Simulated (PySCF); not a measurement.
**[HO2]− (hydroperoxide(1-)) at SVWN5/def2-TZVPPD**

What is the energy change on altering one bond length of [HO2]− (hydroperoxide(1-)) at SVWN5/def2-TZVPPD? 

The results are computed with PySCF 2.14.0.

4 further runs of the same task are left out: 4 set aside as unsound or not needed.

### 1 Starting point

[HO2]−: 3 atoms, total charge -1, spin state singlet. As SMILES, `[O-]O`. The shape is that of a GFN2-xTB optimisation.

Bond lengths: O1–O2 1.458 Å, O2–H3 0.963 Å. Angles: O1–O2–H3 100.3°.

### 2 A single-point energy at SVWN5/def2-TZVPPD

File input.py:

```python
from pyscf import gto, dft

molecule = gto.M(
    atom=[
    ('O', (-0.355040, 1.013280, -0.080710)),
    ('O', (-0.244450, -0.436620, -0.180910)),
    ('H', (0.599490, -0.576670, 0.261620)),
],
    charge=-1,
    max_memory=1860,
    basis='def2-tzvppd',
    verbose=3,
)

mf = dft.RKS(molecule)
mf.xc = 'svwn'
mf.conv_tol = 1e-10
mf.grids.level = 5
mf.kernel()
if not mf.converged:
    mf = mf.newton().run(mf.mo_coeff, mf.mo_occ)

etot = mf.e_tot
print('E = %.10f Eh' % etot)
```

The run is started by

```
$ OMP_NUM_THREADS=1 python input.py
```

Standard output:

```text
converged SCF energy = -149.943957951287
E = -149.9439579513 Eh
```

Run time: 3 s. Hardware: 1 thread of Intel Xeon 6975P-C (Granite Rapids), shared host; peak memory 0.33 GiB.

### 3 The distorted shape, same level

File run.py:

```python
from pyscf import gto, dft

mol = gto.Mole()
mol.atom = '''
O     -0.388215     1.448223    -0.050652
O     -0.244450    -0.436620    -0.180910
H      0.599490    -0.576670     0.261620
'''
mol.max_memory = 1860
mol.basis = 'def2-tzvppd'
mol.verbose = 3
mol.charge = -1
mol.build()

mf = dft.RKS(mol)
mf.xc = 'svwn'
mf.conv_tol = 1e-10
mf.grids.level = 5
mf.kernel()
if not mf.converged:
    mf = mf.newton().run(mf.mo_coeff, mf.mo_occ)

e_tot = mf.e_tot
print('E = %.10f Eh' % e_tot)
```

The run is started by

```
$ OMP_NUM_THREADS=1 python run.py
```

Standard output:

```text
converged SCF energy = -149.906212618525
E = -149.9062126185 Eh
```

Run time: 3.3 s. Hardware: 1 thread of Intel Xeon 6975P-C (Granite Rapids), shared host; peak memory 0.33 GiB.

### 4 Summary of results

At SVWN5/def2-TZVPPD:

```
                                                              quantity          value
                                             first shape: total energy  -149.94396 Eh
                                              first shape: HOMO energy        2.80 eV
                                              first shape: LUMO energy        4.30 eV
    first shape: HOMO–LUMO gap (to an unbound level, set by the basis)        1.50 eV
                                         distorted shape: total energy  -149.90621 Eh
                                          distorted shape: HOMO energy        1.41 eV
                                          distorted shape: LUMO energy        2.18 eV
distorted shape: HOMO–LUMO gap (to an unbound level, set by the basis)        0.77 eV
     energy change with the O1–O2 bond stretched from 1.458 to 1.895 Å       1.027 eV
```

What this shows: With the O1–O2 bond stretched from 1.458 to 1.895 Å the energy rises by 1.03 eV (24 kcal/mol). The first shape isn't relaxed at this level, so the change isn't measured from a minimum. Mulliken charges (first shape) run from -0.86 on O1 to +0.15 on H3; in a basis this large or diffuse they mean little. The HOMO (first shape) lies at positive energy, 2.80 eV, as semi-local functionals often give for anions; only total energies tell whether the electron is bound. The HOMO (distorted shape) lies at positive energy, 1.41 eV, as semi-local functionals often give for anions; only total energies tell whether the electron is bound.
